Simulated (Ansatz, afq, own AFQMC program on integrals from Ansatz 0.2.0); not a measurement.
# BNH (quartet): quantum Monte Carlo beside coupled cluster at distance B1–N2 = 2.732 Å, cc-pVDZ

Aim: compute BNH (quartet) with auxiliary-field quantum Monte Carlo on the same integrals as coupled cluster, and set the energies side by side.

Method: cc-pVDZ, frozen cores; program: Ansatz 0.2.0, Gaussian basis, and an in-house AFQMC program (afq) on its integrals; all values are calculated.

Plan: PBE (unrestricted); r2SCAN (unrestricted); PBE0 (unrestricted); B3LYP (unrestricted); wB97M-V (unrestricted); B2PLYP (unrestricted); CCSD(T) on UHF; CCSDT(Q) on UHF; Phaseless AFQMC, CISD trial on UHF; Phaseless AFQMC, single-determinant trial on UHF; Free-projection AFQMC, CISD trial on UHF.

5 further runs of the same task are left out: 5 that didn't finish.

### Step 1. The geometry

The geometry derives from a PBE0/def2-TZVP stationary point (not a proven minimum). One bond is set to the value named and the two fragments are kept rigid.

3 atoms, charge 0, spin multiplicity 4.

Atoms are counted from 1 here; the program's logs count them from 0.

Bond lengths: N2–H3 1.030 Å.

### Step 2. PBE (unrestricted)

in.yaml reads:

```yaml
crystal:
  periodic: [false, false, false]
  atoms:
    - {symbol: B, position_ang: [0.000000, 0.178982, 1.593642]}
    - {symbol: N, position_ang: [0.000000, -0.189066, -1.113453]}
    - {symbol: H, position_ang: [0.000000, 0.707596, -1.620195]}
basis:
  gaussian: {orbitals: cc-pVDZ}
magnetization: {spin_polarized: true, initial_magnetization: 3}
hamiltonian: {xc: {name: PBE}}
output: {orbitals: {seedname: orbitals}}
```

On the command line:

```bash
$ ansatz run in.yaml --threads 1 --pin off --events-out ev --progress --plain --max-ram 1382MiB
```

Standard output:

```text
Functional definition: PBE
  name "PBE"
  cite "Perdew, Burke & Ernzerhof, Phys. Rev. Lett. 77, 3865 (1996) doi:10.1103/PhysRevLett.77.3865"
  parent pbe
  parameter kappa = 0.804
  parameter beta = 0.06672455060314922
  exchange = pbe_x(kappa = kappa, mu = beta*pi^2/3)
  correlation = pbe_c(beta = beta)
410 factors; their error is unknown
mean field evaluation 1: about -2169.2707 eV, gradient 1.6e1 eV
mean field evaluation 2: about -2164.4097 eV, gradient 3.1e1 eV
mean field evaluation 4: about -2170.5205 eV, gradient 1.7e0 eV
mean field evaluation 8: about -2170.5577 eV, gradient 3.3e-2 eV
mean field evaluation 16: about -2170.5373 eV, gradient 6.0e-5 eV
mean field evaluation 32: about -2170.5234 eV, gradient 1.1e-6 eV
mean field evaluation 64: about -2170.5314 eV, gradient 7.5e-1 eV
mean field -2170.53731110 eV, -79.7657749400 hartree, gradient 5.0e-6 eV, S^2 3.759021; 7 other end points of the search recorded, 0 dependent functions left out
reference -2170.53733874 eV, -79.7657759556 hartree; 8, 5 occupied and 25, 28 virtual orbitals, 410 factors
Total energy: -2170.53733874 eV, -79.7657759556 hartree
```

Run time: 2.9 s. Hardware: 1 thread of Arm Neoverse V1, shared host.

From the report: ⟨S²⟩ of the determinant 3.759 (pure quartet: 3.75).

### Step 3. r2SCAN (unrestricted)

Edit in.yaml of step 2 so:

```diff
@@ -9,3 +9,2 @@
 magnetization: {spin_polarized: true, initial_magnetization: 3}
-hamiltonian: {xc: {name: PBE}}
-output: {orbitals: {seedname: orbitals}}
+hamiltonian: {xc: {name: r2SCAN}}
```

Launched as before.

Standard output, cut to the lines that bear on the results:

```text
Functional definition: r2SCAN
  name "r2SCAN"
  cite "Furness, Kaplan, Ning, Perdew & Sun, J. Phys. Chem. Lett. 11, 8208 (2020) doi:10.1021/acs.jpclett.0c02405"
  cite "Furness, Kaplan, Ning, Perdew & Sun, J. Phys. Chem. Lett. 11, 9248 (2020) doi:10.1021/acs.jpclett.0c03077"
  parent r2scan
[...]
410 factors; their error is unknown
[...]
mean field -2172.44837938 eV, -79.8360054039 hartree, gradient 8.8e-6 eV, S^2 3.770060; 8 other end points of the search recorded, 0 dependent functions left out
reference -2172.44838804 eV, -79.8360057222 hartree; 8, 5 occupied and 25, 28 virtual orbitals, 410 factors
Total energy: -2172.44838804 eV, -79.8360057222 hartree
```

Wall time 6.5 s (1 thread of Arm Neoverse V1, shared host).

From the report: ⟨S²⟩ of the determinant 3.770 (pure quartet: 3.75).

### Step 4. PBE0 (unrestricted)

Edit in.yaml of step 3 so:

```diff
@@ -9,2 +9,3 @@
 magnetization: {spin_polarized: true, initial_magnetization: 3}
-hamiltonian: {xc: {name: r2SCAN}}
+hamiltonian: {xc: {name: PBE0}}
+output: {orbitals: {seedname: orbitals}}
```

Same command.

Standard output, cut to the lines that bear on the results:

```text
Functional definition: PBE0
  name "PBE0"
  cite "Adamo & Barone, J. Chem. Phys. 110, 6158 (1999) doi:10.1063/1.478522"
  cite "Perdew, Burke & Ernzerhof, Phys. Rev. Lett. 77, 3865 (1996) doi:10.1103/PhysRevLett.77.3865"
  parent pbe
[...]
313 factors; integrals over basis functions are off by at most 1.3e-3 eV
[...]
mean field -2170.98929214 eV, -79.7823849366 hartree, gradient 2.8e-6 eV, S^2 3.761122; 3 other end points of the search recorded, 0 dependent functions left out
reference -2170.98931252 eV, -79.7823856856 hartree; 8, 5 occupied and 25, 28 virtual orbitals, 313 factors
Total energy: -2170.98931252 eV, -79.7823856856 hartree
```

Wall time 1.3 s (1 thread of Arm Neoverse V1, shared host).

From the report: ⟨S²⟩ of the determinant 3.761 (pure quartet: 3.75).

### Step 5. B3LYP (unrestricted)

Edit in.yaml of step 4 so:

```diff
@@ -9,3 +9,2 @@
 magnetization: {spin_polarized: true, initial_magnetization: 3}
-hamiltonian: {xc: {name: PBE0}}
-output: {orbitals: {seedname: orbitals}}
+hamiltonian: {xc: {name: B3LYP}}
```

Same command.

Standard output, cut to the lines that bear on the results:

```text
Functional definition: B3LYP
  name "B3LYP"
  cite "Stephens, Devlin, Chabalowski & Frisch, J. Phys. Chem. 98, 11623 (1994) doi:10.1021/j100096a001"
  cite "Becke, Phys. Rev. A 38, 3098 (1988) doi:10.1103/PhysRevA.38.3098"
  cite "Lee, Yang & Parr, Phys. Rev. B 37, 785 (1988) doi:10.1103/PhysRevB.37.785"
  cite "Vosko, Wilk & Nusair, Can. J. Phys. 58, 1200 (1980) doi:10.1139/p80-159"
[...]
313 factors; integrals over basis functions are off by at most 1.3e-3 eV
[...]
mean field -2173.90621244 eV, -79.8895797808 hartree, gradient 3.4e-6 eV, S^2 3.759537; 3 other end points of the search recorded, 0 dependent functions left out
reference -2173.90639442 eV, -79.8895864684 hartree; 8, 5 occupied and 25, 28 virtual orbitals, 313 factors
Total energy: -2173.90639442 eV, -79.8895864684 hartree
```

Run time: 1.4 s. Hardware: 1 thread of Arm Neoverse V1, shared host.

From the report: ⟨S²⟩ of the determinant 3.760 (pure quartet: 3.75).

### Step 6. wB97M-V (unrestricted)

Edit in.yaml of step 5 so:

```diff
@@ -9,2 +9,3 @@
 magnetization: {spin_polarized: true, initial_magnetization: 3}
-hamiltonian: {xc: {name: B3LYP}}
+hamiltonian: {xc: {name: wB97M-V}}
+output: {orbitals: {seedname: orbitals}}
```

The command is unchanged.

Standard output, cut to the lines that bear on the results:

```text
Functional definition: wB97M-V
  name "wB97M-V"
  cite "Mardirossian & Head-Gordon, J. Chem. Phys. 144, 214110 (2016) doi:10.1063/1.4952647"
  cite "Becke, J. Chem. Phys. 107, 8554 (1997) doi:10.1063/1.475007"
  cite "Vydrov & Van Voorhis, J. Chem. Phys. 133, 244103 (2010) doi:10.1063/1.3521275"
  # Of w^i u^j: cxij and so on, Table III.
[...]
  gx(w, u) = 1 - cx + cx01*u + cx10*w
  gss(w, u) = css00 + css04*u^4 + css10*w + css20*w^2 + css43*w^4*u^3
  gos(w, u) = cos00 + cos10*w + (cos20 + cos21*u)*w^2 + (cos60 + cos61*u)*w^6
[...]
      + integral(e_c_pw_mod_opposite_spin*gos(b97_w_opposite, b97_u_opposite)) + vv10(b, c)
313 factors; integrals over basis functions are off by at most 1.3e-3 eV
96 factors; integrals over basis functions are off by at most 1.2e-5 eV
[...]
mean field -2172.87638975 eV, -79.8517344948 hartree, gradient 9.1e-6 eV, S^2 3.756898; 3 other end points of the search recorded, 0 dependent functions left out
reference -2172.87641854 eV, -79.8517355529 hartree; 8, 5 occupied and 25, 28 virtual orbitals, 313 factors
Total energy: -2172.87641854 eV, -79.8517355529 hartree
```

Run time: 5.5 s. Hardware: 1 thread of Arm Neoverse V1, shared host.

From the report: ⟨S²⟩ of the determinant 3.757 (pure quartet: 3.75).

### Step 7. B2PLYP (unrestricted)

Edit in.yaml of step 6 so:

```diff
@@ -9,3 +9,3 @@
 magnetization: {spin_polarized: true, initial_magnetization: 3}
-hamiltonian: {xc: {name: wB97M-V}}
-output: {orbitals: {seedname: orbitals}}
+hamiltonian: {xc: {name: B2PLYP}}
+correlation: {electrons: outside_noble_gas}
```

The command is unchanged.

Standard output, cut to the lines that bear on the results:

```text
Functional definition: B2PLYP
  name "B2PLYP"
  cite "Grimme, J. Chem. Phys. 124, 034108 (2006) doi:10.1063/1.2148954"
  cite "Becke, Phys. Rev. A 38, 3098 (1988) doi:10.1103/PhysRevA.38.3098"
  cite "Lee, Yang & Parr, Phys. Rev. B 37, 785 (1988) doi:10.1103/PhysRevB.37.785"
[...]
313 factors; integrals over basis functions are off by at most 1.3e-3 eV
[...]
mean field -2170.34523553 eV, -79.7587162929 hartree, gradient 7.9e-6 eV, S^2 3.763782; 4 other end points of the search recorded, 0 dependent functions left out
2 core orbitals not correlated: weight in the atoms' cores, before any rotation towards them, 1.000 or more for the frozen orbitals, at most 0.000 for the correlated occupied ones
reference -2170.34535011 eV, -79.7587205037 hartree; 6, 3 occupied and 25, 28 virtual orbitals, 313 factors
second order -4.84765635 eV of doubles, -0.00000000 eV of singles
Total energy: -2171.65421733 eV, -79.8068204866 hartree
```

It took 1.7 s on 1 thread of Arm Neoverse V1, shared host.

From the report: ⟨S²⟩ of the determinant 3.764 (pure quartet: 3.75).

### Step 8. CCSD(T) on UHF

Edit in.yaml of step 7 so:

```diff
@@ -9,3 +9,2 @@
 magnetization: {spin_polarized: true, initial_magnetization: 3}
-hamiltonian: {xc: {name: B2PLYP}}
-correlation: {electrons: outside_noble_gas}
+correlation: {method: ccsd_t, electrons: outside_noble_gas, hamiltonian_folder: ham}
```

The command is unchanged.

Standard output, cut to the lines that bear on the results:

```text
Functional definition: HF
  name "HF"
  cite "Fock, Z. Phys. 61, 126 (1930) doi:10.1007/BF01340294"
  parent pbe
[...]
313 factors; integrals over basis functions are off by at most 1.3e-3 eV
[...]
mean field -2163.21468849 eV, -79.4966735226 hartree, gradient 6.9e-6 eV, S^2 3.773041; 16 other end points of the search recorded, 0 dependent functions left out
determinant -2163.21468849 eV, -79.4966735226 hartree, with singles and doubles -2168.22486588 eV, -79.6807941455 hartree
determinant -2163.20484690 eV, -79.4963118507 hartree, with singles and doubles -2168.21238411 eV, -79.6803354490 hartree
determinant -2162.73928478 eV, -79.4792027584 hartree, with singles and doubles -2167.76334209 eV, -79.6638334591 hartree
determinant -2160.31355374 eV, -79.3900587869 hartree, with singles and doubles -2164.32520363 eV, -79.5374842011 hartree
determinant -2160.20515669 eV, -79.3860752688 hartree, with singles and doubles -2164.24415816 eV, -79.5345058349 hartree
determinant -2163.21468849 eV, -79.4966735226 hartree, with singles and doubles -2168.22522111 eV, -79.6808071998 hartree
determinant -2163.20484690 eV, -79.4963118507 hartree, with singles and doubles -2168.21278357 eV, -79.6803501288 hartree
determinant -2162.73928478 eV, -79.4792027584 hartree, with singles and doubles -2167.76342823 eV, -79.6638366247 hartree
2 core orbitals not correlated: weight in the atoms' cores, before any rotation towards them, 1.000 or more for the frozen orbitals, at most 0.000 for the correlated occupied ones
reference -2163.21468849 eV, -79.4966735226 hartree; 6, 3 occupied and 25, 28 virtual orbitals, 313 factors
second order -3.88854540 eV of doubles, -0.00000000 eV of singles
cycle   1  -5.01053523 eV  change   -2.6e-6 eV  update   2.8e-6
perturbative correction -0.07586601 eV, -0.0027880245 hartree
Total energy: -2168.30108974 eV, -79.6835953206 hartree
```

Wall time 2.5 s (1 thread of Arm Neoverse V1, shared host).

From the report: ⟨S²⟩ of the determinant 3.773 (pure quartet: 3.75); correlation -5.0864 eV; T1 0.011; largest double amplitude 0.10.

This run also writes the integrals to the folder ham.

### Step 9. CCSDT(Q) on UHF

Edit in.yaml of step 8 so:

```diff
@@ -9,2 +9,2 @@
 magnetization: {spin_polarized: true, initial_magnetization: 3}
-correlation: {method: ccsd_t, electrons: outside_noble_gas, hamiltonian_folder: ham}
+correlation: {method: ccsdt_q, electrons: outside_noble_gas}
```

The command is unchanged.

Standard output, cut to the lines that bear on the results:

```text
Functional definition: HF
  name "HF"
  cite "Fock, Z. Phys. 61, 126 (1930) doi:10.1007/BF01340294"
  parent pbe
[...]
585 factors; integrals over basis functions are off by at most 1.4e-7 eV
[...]
mean field -2163.21474048 eV, -79.4966754331 hartree, gradient 6.9e-6 eV, S^2 3.773040; 16 other end points of the search recorded, 0 dependent functions left out
determinant -2163.21474048 eV, -79.4966754331 hartree, with singles and doubles -2168.22491629 eV, -79.6807959980 hartree
determinant -2163.20490397 eV, -79.4963139478 hartree, with singles and doubles -2168.21244066 eV, -79.6803375269 hartree
determinant -2162.73932742 eV, -79.4792043253 hartree, with singles and doubles -2167.76338424 eV, -79.6638350078 hartree
determinant -2160.31362245 eV, -79.3900613119 hartree, with singles and doubles -2164.32527365 eV, -79.5374867742 hartree
determinant -2160.20521075 eV, -79.3860772554 hartree, with singles and doubles -2164.24420605 eV, -79.5345075951 hartree
determinant -2163.21474048 eV, -79.4966754331 hartree, with singles and doubles -2168.22527191 eV, -79.6808090668 hartree
determinant -2163.20490397 eV, -79.4963139478 hartree, with singles and doubles -2168.21284003 eV, -79.6803522035 hartree
determinant -2162.73932742 eV, -79.4792043253 hartree, with singles and doubles -2167.76347005 eV, -79.6638381615 hartree
2 core orbitals not correlated: weight in the atoms' cores, before any rotation towards them, 1.000 or more for the frozen orbitals, at most 0.000 for the correlated occupied ones
reference -2163.21474048 eV, -79.4966754331 hartree; 6, 3 occupied and 25, 28 virtual orbitals, 585 factors
second order -3.88855274 eV of doubles, -0.00000000 eV of singles
cycle   1  -4.62750647 eV  change   -7.4e-1 eV  update   7.4e-2
[...]
cycle  36  -5.10706064 eV  change   -1.8e-7 eV  update   8.0e-7
perturbative correction -0.00373652 eV, -0.0001373147 hartree
Total energy: -2168.32553764 eV, -79.6844937646 hartree
```

It took 13 s on 1 thread of Arm Neoverse V1, shared host.

From the report: ⟨S²⟩ of the determinant 3.773 (pure quartet: 3.75); correlation -5.1108 eV; T1 0.012; largest double amplitude 0.11.

### Step 10. Phaseless AFQMC, CISD trial on UHF

It reads the integrals that the CCSD(T) run on this determinant wrote.

On the command line:

```bash
$ afq ham --method phaseless --trial cisd --walkers 60 --populations 1 --least-time 40 --time-step 0.005 --steps-per-block 50 --equilibration-blocks 40 --max-blocks 300 --target-error 0.00072 --factor-cut 1e-05 --start spin_pure --seed 3192 --release-times 0.24,0.51,0.99,1.62,2.4 --release-step 0.03 --release-every 4 --taylor-order 6
```

Standard output:

```text
orbitals 31  electrons 6 3  factors 210 of 313
reference energy -79.49667352 Eh
CCSD correlation -0.18413354 Eh in 20 cycles, weight of the determinant in the CISD state 0.8949
energy of the start -79.680425 Eh
 block  time / (1/Eh)  mean weight  energy / Eh
     1     0.250  1.0009  -79.678676
     2     0.500  1.0014  -79.679007
     3     0.750  0.9994  -79.680382
     4     1.000  0.9996  -79.683035
     5     1.250  0.9989  -79.683001
     6     1.500  1.0011  -79.683548
     7     1.750  1.0020  -79.682693
     8     2.000  0.9983  -79.684080
     9     2.250  1.0006  -79.681519
    10     2.500  0.9996  -79.682103
    11     2.750  0.9967  -79.682569
    16     4.000  0.9977  -79.682719
    21     5.250  1.0000  -79.684033
    26     6.500  0.9997  -79.681733
    31     7.750  0.9965  -79.682533
    36     9.000  1.0018  -79.684533
    41    10.250  1.0012  -79.684856
    46    11.500  0.9995  -79.686783
    51    12.750  1.0010  -79.680226
    56    14.000  0.9997  -79.683764
    61    15.250  1.0009  -79.681531
    66    16.500  1.0015  -79.683978
    71    17.750  1.0003  -79.683671
    76    19.000  1.0032  -79.683997
    81    20.250  0.9991  -79.680414
    86    21.500  1.0027  -79.682541
    91    22.750  1.0014  -79.684440
    96    24.000  1.0028  -79.680011
   101    25.250  1.0011  -79.684013
   106    26.500  1.0032  -79.689269
   111    27.750  1.0018  -79.682013
   116    29.000  1.0022  -79.682747
   121    30.250  1.0025  -79.685084
   126    31.500  0.9971  -79.681113
   131    32.750  1.0015  -79.681811
   136    34.000  1.0018  -79.685975
   141    35.250  1.0014  -79.686878
   146    36.500  0.9991  -79.683965
   151    37.750  1.0017  -79.682401
   156    39.000  1.0019  -79.682415
   161    40.250  1.0016  -79.681493
   166    41.500  0.9989  -79.683223
   171    42.750  1.0001  -79.690690
   176    44.000  1.0031  -79.678434
   181    45.250  1.0007  -79.681141
   186    46.500  1.0015  -79.685490
   191    47.750  1.0004  -79.683836
   196    49.000  0.9988  -79.685079
blocks merged  error / Eh  count
     1  0.000173  160
     2  0.000213  80
     4  0.000250  40
     8  0.000229  20
    16  0.000241  10
released: time / (1/Eh)  energy / Eh  error  mean overlap
  0.24  -79.684255  0.000306  0.9914
  0.51  -79.684060  0.000288  0.9886
  0.99  -79.684085  0.000272  0.9944
  1.62  -79.684271  0.000361  1.0107
  2.40  -79.685164  0.000486  0.9606
energy -79.683835 +/- 0.000250 Eh
```

Run time: 2.5 min. Hardware: 1 thread of Arm Neoverse V1, shared host.

Energy -2168.3076 ± 0.0068 eV. Caveats: constraint bias not in the error.

### Step 11. Phaseless AFQMC, single-determinant trial on UHF

It reads the integrals that the CCSD(T) run on this determinant wrote.

On the command line:

```bash
$ afq ham --method phaseless --trial hf --walkers 120 --populations 1 --least-time 40 --time-step 0.005 --steps-per-block 20 --equilibration-blocks 160 --max-blocks 600 --target-error 0.00216 --factor-cut 1e-05 --start spin_pure --seed 1669 --taylor-order 6
```

Standard output:

```text
orbitals 31  electrons 6 3  factors 210 of 313
reference energy -79.49667352 Eh
CCSD correlation -0.18413354 Eh in 20 cycles, weight of the determinant in the CISD state 0.8949
energy of the start -79.497153 Eh
 block  time / (1/Eh)  mean weight  energy / Eh
     1     0.100  1.0007  -79.532688
     2     0.200  0.9995  -79.564571
     3     0.300  1.0017  -79.590304
     4     0.400  1.0017  -79.595242
     5     0.500  1.0019  -79.611644
     6     0.600  0.9986  -79.628667
     7     0.700  1.0006  -79.641371
     8     0.800  0.9991  -79.632641
     9     0.900  1.0017  -79.633382
    10     1.000  1.0004  -79.637894
    15     1.500  1.0006  -79.672547
    29     2.900  0.9981  -79.662869
    43     4.300  0.9974  -79.688017
    57     5.700  1.0016  -79.696810
    71     7.100  1.0008  -79.685024
    85     8.500  1.0011  -79.656044
    99     9.900  0.9999  -79.696513
   113    11.300  1.0004  -79.683425
   127    12.700  0.9995  -79.717399
   141    14.100  1.0010  -79.723130
   155    15.500  0.9998  -79.692171
   169    16.900  1.0004  -79.666553
   183    18.300  1.0020  -79.675163
   197    19.700  1.0007  -79.698188
   211    21.100  0.9988  -79.673201
   225    22.500  1.0013  -79.692984
   239    23.900  0.9991  -79.678140
   253    25.300  0.9986  -79.671310
   267    26.700  0.9997  -79.663823
   281    28.100  1.0015  -79.671572
   295    29.500  1.0015  -79.661200
   309    30.900  1.0000  -79.683509
   323    32.300  1.0007  -79.684509
   337    33.700  0.9947  -79.697382
   351    35.100  0.9992  -79.655323
   365    36.500  0.9993  -79.669979
   379    37.900  1.0022  -79.715659
   393    39.300  1.0007  -79.696149
   407    40.700  1.0007  -79.677623
   421    42.100  1.0007  -79.682266
   435    43.500  0.9982  -79.670838
   449    44.900  0.9993  -79.661857
   463    46.300  1.0001  -79.665208
   477    47.700  1.0011  -79.688105
   491    49.100  0.9988  -79.674698
   505    50.500  0.9992  -79.688527
   519    51.900  1.0013  -79.700919
   533    53.300  1.0005  -79.673773
   547    54.700  1.0008  -79.660606
   561    56.100  1.0006  -79.681791
   575    57.500  1.0007  -79.665611
   589    58.900  1.0012  -79.677544
blocks merged  error / Eh  count
     1  0.000878  430
     2  0.001184  215
     4  0.001503  107
     8  0.001903  53
    16  0.002113  26
    32  0.002462  13
energy -79.678388 +/- 0.002113 Eh
```

It took 2.6 min on 1 thread of Arm Neoverse V1, shared host.

Energy -2168.1594 ± 0.0575 eV. Caveats: constraint bias not in the error.

### Step 12. Free-projection AFQMC, CISD trial on UHF (settings varied)

It reads the integrals that the CCSD(T) run on this determinant wrote.

On the command line:

```bash
$ afq ham --method free --trial cisd --walkers 50 --time-step 0.02 --max-blocks 60 --target-error 0.00144 --factor-cut 1e-05 --seed 3819 --times 0.0,0.2,0.4,0.8,1.2 --taylor-order 4
```

Standard output:

```text
orbitals 31  electrons 6 3  factors 210 of 313
reference energy -79.49667352 Eh
CCSD correlation -0.18413354 Eh in 20 cycles, weight of the determinant in the CISD state 0.8949
repeat  energy at the last time / Eh  error
    10  -79.684908  0.000719
    20  -79.684395  0.000405
    30  -79.684309  0.000337
time / (1/Eh)  energy / Eh  error  mean overlap
  0.00  -79.680479  0.000234  1.1137
  0.20  -79.682241  0.000226  1.1171
  0.40  -79.683121  0.000257  1.1136
  0.80  -79.683933  0.000215  1.1078
  1.20  -79.684259  0.000329  1.1083
energy -79.684259 +/- 0.000329 Eh
```

Run time: 23 s. Hardware: 1 thread of Arm Neoverse V1, shared host.

Energy -2168.3192 ± 0.0090 eV. Caveats: remainder of the start not in the error.

### Step 13. AFQMC on the ladder

On the UHF determinant, counted from CCSDT(Q) (a yardstick, not exact):

```tsv
level	energy (eV)	from CCSDT(Q) (meV)	statistical error (meV)	time
HF	-2163.2147	+5110.8		
MP2	-2167.1032	+1222.3		
CCSD	-2168.2252	+100.3		
CCSD(T)	-2168.3011	+24.4		
CCSDT(Q)	-2168.3255	0.0		
Phaseless AFQMC, CISD trial, step 0.005, 60 walkers	-2168.3076	+17.9	6.8	2.5 min
Phaseless AFQMC, single-determinant trial, step 0.005, 120 walkers	-2168.1594	+166.1	57.5	2.6 min
Free-projection AFQMC, CISD trial, step 0.02, 50 walkers	-2168.3192	+6.4	9.0	23 s
```

The functionals' totals stand on their own zeros and serve differences with other points: PBE -2170.537 eV; r2SCAN -2172.448 eV; PBE0 -2170.989 eV; B3LYP -2173.906 eV; wB97M-V -2172.876 eV; B2PLYP -2171.654 eV.

### Step 14. Outcome

| quantity | value |
| --- | --- |
| CCSD(T) on UHF from CCSDT(Q) | +24.4 meV |
| Phaseless AFQMC, CISD trial on UHF from CCSDT(Q) | +17.9 ± 6.8 meV |
| Phaseless AFQMC, single-determinant trial on UHF from CCSDT(Q) | +166.1 ± 57.5 meV |

On UHF the phaseless walk with the CISD trial lies +17.9 meV from CCSDT(Q), within three error bars. Error bars are statistical and leave out the constraint, the time step and what remains of the start.
